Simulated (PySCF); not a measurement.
difluoromethane (CH2F2), SMILES FCF. Geometry optimised at ωB97X-D3(BJ)/def2-TZVP.

Problem. Give the equilibrium geometry at ωB97X-D3(BJ)/def2-TZVP (PySCF confirms it by a frequency run) as a Z-matrix, and its point group. (An estimate is asked for; the answer gives what the named calculation found.)

Solution. point group C2v.
```
C
F 1 1.3595
F 1 1.3595 2 108.52
H 1 1.0932 2 108.70 3 118.05
H 1 1.0932 4 113.42 2 -121.03
```
